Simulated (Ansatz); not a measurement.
**CH2F2 (SMILES FCF) at 6 levels**

We compute a comparison of 6 runs (BHLYP/aug-cc-pVDZ, HSE06/aug-cc-pVDZ, r2SCAN/aug-cc-pVDZ, r2SCAN0/aug-cc-pVDZ, RPA@PBE0/aug-cc-pVDZ, CCSD/aug-cc-pVDZ) of CH2F2. 

Program for the calculation: Ansatz 0.2.0.

55 further runs of the same task are left out: 55 set aside as unsound or not needed.

### Step 1. Starting point

CH2F2 has 5 atoms, charge 0, and is taken as a singlet. As SMILES, `FCF`. The C2–H5 distance was set to 2.406 Å, away from the relaxed value. At this shape a bond of the SMILES string is far longer than usual.

Bond lengths: F1–C2 1.351 Å, C2–F3 1.351 Å, C2–H4 1.093 Å. Angles: F1–C2–F3 108.6°, F1–C2–H4 108.8°, F3–C2–H4 108.8°.

### Step 2. The energy at BHLYP/aug-cc-pVDZ (run 1)

File in.yaml:

```yaml
crystal:
  periodic: [false, false, false]
  atoms:
    - {symbol: F, position_ang: [-1.259544, -0.866143, 1.452876]}
    - {symbol: C, position_ang: [-0.176144, -1.074243, 0.672276]}
    - {symbol: F, position_ang: [0.904256, -1.236543, 1.467776]}
    - {symbol: H, position_ang: [-0.328944, -1.990243, 0.095076]}
    - {symbol: H, position_ang: [0.165300, 0.864200, -0.711100]}
basis:
  gaussian: {orbitals: aug-cc-pVDZ}
total_charge: 0
hamiltonian: {xc: {name: BHLYP}}
accuracy: high
output: {orbitals: {seedname: orbitals}}
```

On the command line:

```sh
$ ansatz run in.yaml --threads 1 --pin off --max-ram 3480MiB --events-out events.jsonl --progress --plain --runs-dir runs
```

Output:

```text
Warning: RAYON_NUM_THREADS=1 ignored (pool sized by the plan → 1); use --threads N
Functional definition: BHLYP
  name "BHLYP"
  parameter a = 0.5
  exchange = (1 - a)*b88_x + a*exact_x
  correlation = lyp_c
1782 factors; integrals over basis functions are off by at most 2.9e-9 eV
mean field evaluation 1: about -6494.7065 eV, gradient 2.7e1 eV
mean field evaluation 2: about -6494.0760 eV, gradient 3.3e1 eV
mean field evaluation 4: about -6496.0396 eV, gradient 2.9e0 eV
mean field evaluation 8: about -6496.0665 eV, gradient 5.6e-2 eV
mean field evaluation 16: about -6496.0666 eV, gradient 6.8e-6 eV
mean field -6496.06656306 eV, -238.7260430003 hartree, gradient 8.3e-8 eV, S^2 0.000000; 0 other end points of the search recorded, 0 dependent functions left out
reference -6496.06659015 eV, -238.7260439959 hartree; 13, 13 occupied and 74, 74 virtual orbitals, 1782 factors
Total energy: -6496.06659015 eV, -238.7260439959 hartree
```

Wall time 4.8 s (1 thread of Arm Neoverse V1, shared host); peak memory 0.22 GiB.

### Step 3. The energy at HSE06/aug-cc-pVDZ (run 2)

File job.yaml:

```yaml
crystal:
  periodic: [false, false, false]
  atoms:
    - symbol: F
      position_ang: [-1.259544, -0.866143, 1.452876]
    - symbol: C
      position_ang: [-0.176144, -1.074243, 0.672276]
    - symbol: F
      position_ang: [0.904256, -1.236543, 1.467776]
    - symbol: H
      position_ang: [-0.328944, -1.990243, 0.095076]
    - symbol: H
      position_ang: [0.165300, 0.864200, -0.711100]
basis:
  gaussian:
    orbitals: aug-cc-pVDZ
hamiltonian:
  xc: hse06
accuracy: high
output: {orbitals: {seedname: orbitals}}
```

On the command line:

```sh
$ ansatz run job.yaml --threads 1 --pin off --max-ram 3480MiB --events-out events.jsonl --progress --plain --runs-dir runs
```

Output:

```text
Warning: RAYON_NUM_THREADS=1 ignored (pool sized by the plan → 1); use --threads N
Functional definition: HSE06
  name "HSE06"
  parameter a = 0.25
  parameter omega = 0.11/bohr
  exchange = pbe_x - a*pbe_x_sr(omega) + a*exact_x_sr(omega)
  correlation = pbe_c
1782 factors; integrals over basis functions are off by at most 2.9e-9 eV
112 factors; integrals over basis functions are off by at most 1.4e-9 eV
mean field evaluation 1: about -6490.1614 eV, gradient 3.0e1 eV
mean field evaluation 2: about -6482.9447 eV, gradient 5.4e1 eV
mean field evaluation 4: about -6492.0931 eV, gradient 1.0e1 eV
mean field evaluation 8: about -6492.5332 eV, gradient 1.5e-1 eV
mean field evaluation 16: about -6492.5332 eV, gradient 1.2e-5 eV
mean field -6492.53323951 eV, -238.5961957547 hartree, gradient 3.6e-9 eV, S^2 0.000000; 0 other end points of the search recorded, 0 dependent functions left out
reference -6492.53324494 eV, -238.5961959544 hartree; 13, 13 occupied and 74, 74 virtual orbitals, 1782 factors
Total energy: -6492.53324494 eV, -238.5961959544 hartree
```

Run time: 4.8 s. Hardware: 1 thread of Arm Neoverse V1, shared host; peak memory 0.23 GiB.

Runs 3 to 4 aren't shown in full; the table further down has their settings and results.

### Step 4. The energy at RPA@PBE0/aug-cc-pVDZ (run 5)

File molecule.yaml:

```yaml
crystal:
  periodic: [false, false, false]
  atoms:
    - {symbol: F, position_ang: [-1.259544, -0.866143, 1.452876]}
    - {symbol: C, position_ang: [-0.176144, -1.074243, 0.672276]}
    - {symbol: F, position_ang: [0.904256, -1.236543, 1.467776]}
    - {symbol: H, position_ang: [-0.328944, -1.990243, 0.095076]}
    - {symbol: H, position_ang: [0.165300, 0.864200, -0.711100]}
basis:
  gaussian:
    orbitals: aug-cc-pVDZ
magnetization:
  spin_polarized: false
hamiltonian:
  xc: {name: PBE0}
correlation:
  method: rpa
  frozen_orbitals: {C: 1, F: 1, H: 0}
accuracy: high
```

On the command line:

```sh
$ ansatz run molecule.yaml --threads 1 --pin off --max-ram 3480MiB --events-out events.jsonl --progress --plain --runs-dir runs
```

Output (excerpt; [...] marks lines left out):

```text
Warning: RAYON_NUM_THREADS=1 ignored (pool sized by the plan → 1); use --threads N
Functional definition: PBE0
  name "PBE0"
[...]
1782 factors; integrals over basis functions are off by at most 2.9e-9 eV
[...]
mean field -6492.78678422 eV, -238.6055133512 hartree, gradient 4.2e-8 eV, S^2 0.000000; 0 other end points of the search recorded, 0 dependent functions left out; unrestricted orbitals would lower it
[...]
unrestricted determinant -6470.72628748 eV, -237.7948050490 hartree, S^2 0.9113
3 core orbitals not correlated: weight in the atoms' cores, before any rotation towards them, 1.000 or more for the frozen orbitals, at most 0.000 for the correlated occupied ones
reference -6467.99206668 eV, -237.6943242878 hartree; 10, 10 occupied and 74, 74 virtual orbitals, 1782 factors
Total energy: -6490.30401079 eV, -238.5142731103 hartree
```

Run time: 9 s. Hardware: 1 thread of Arm Neoverse V1, shared host; peak memory 0.28 GiB.

### Step 5. The energy at CCSD/aug-cc-pVDZ (run 6)

File input.yaml:

```yaml
crystal:
  periodic: [false, false, false]
  atoms:
    - {symbol: F, position_ang: [-1.259544, -0.866143, 1.452876]}
    - {symbol: C, position_ang: [-0.176144, -1.074243, 0.672276]}
    - {symbol: F, position_ang: [0.904256, -1.236543, 1.467776]}
    - {symbol: H, position_ang: [-0.328944, -1.990243, 0.095076]}
    - {symbol: H, position_ang: [0.165300, 0.864200, -0.711100]}
basis:
  gaussian:
    orbitals: aug-cc-pVDZ
correlation:
  method: ccsd
  frozen_orbitals: {C: 1, F: 1, H: 0}
accuracy: high
scf:
  omitted_lower_state_checks: [cluster_reference, increment]
```

On the command line:

```sh
$ ansatz run input.yaml --threads 1 --pin off --max-ram 3480MiB --events-out events.jsonl --progress --plain --runs-dir runs
```

Output:

```text
Warning: RAYON_NUM_THREADS=1 ignored (pool sized by the plan → 1); use --threads N
[... 11 lines left out ...]
3 core orbitals not correlated: weight in the atoms' cores, before any rotation towards them, 1.000 or more for the frozen orbitals, at most 0.000 for the correlated occupied ones
[... 28 lines left out ...]
WARN: these amplitudes may be one of several solutions (largest doubles amplitude 0.35, level shift 0.71 eV)
Total energy: -6485.52258161 eV, -238.3385588291 hartree
Checks for a lower state left out: cluster_reference, increment
```

Run time: 14 s. Hardware: 1 thread of Arm Neoverse V1, shared host; peak memory 0.52 GiB.

### Step 6. Overview of the runs

| run | level | frozen core orbitals | energy (Eh) | HOMO energy (eV) | LUMO energy (eV) | HOMO–LUMO gap (eV) | wall time |
| --- | --- | --- | --- | --- | --- | --- | --- |
| 1 | BHLYP/aug-cc-pVDZ | – | -238.726044 | -8.61 | -2.95 | 5.66 | 4.8 s |
| 2 | HSE06/aug-cc-pVDZ | – | -238.596196 | -7.23 | -4.07 | 3.15 | 4.8 s |
| 3 | r2SCAN/aug-cc-pVDZ | – | -238.743631 | -6.80 | -4.41 | 2.39 | 8.4 s |
| 4 | r2SCAN0/aug-cc-pVDZ | – | -238.696687 | -7.77 | -3.70 | 4.07 | 8.4 s |
| 5 | RPA@PBE0/aug-cc-pVDZ | 3 | -238.514273 | – | – | – | 9 s |
| 6 | CCSD/aug-cc-pVDZ | 3 | -238.338559 | – | – | – | 14 s |

### Step 7. What came out

| quantity | value |
| --- | --- |
| run 6: total energy | -238.33856 Eh |
| run 6: correlation energy (3 core orbitals frozen) | -622.0 mEh |
| run 6: T1 diagnostic | 0.025 |

What this shows: Over runs 1, 2, 3, 4 the HOMO–LUMO gap runs from 2.39 eV (r2SCAN/aug-cc-pVDZ) to 5.66 eV (BHLYP/aug-cc-pVDZ). Totals of different functionals can't be ranked against each other. In runs 5, 6 the log says that unrestricted orbitals would lower the reference, so the values rest on an unstable closed-shell determinant (other closed-shell runs at this shape may share the fault). In runs 1, 2, 3, 4, 5, 6 a closed-shell determinant meets a far-stretched bond, which it describes badly. All runs together took 50 s, the longest 14 s.
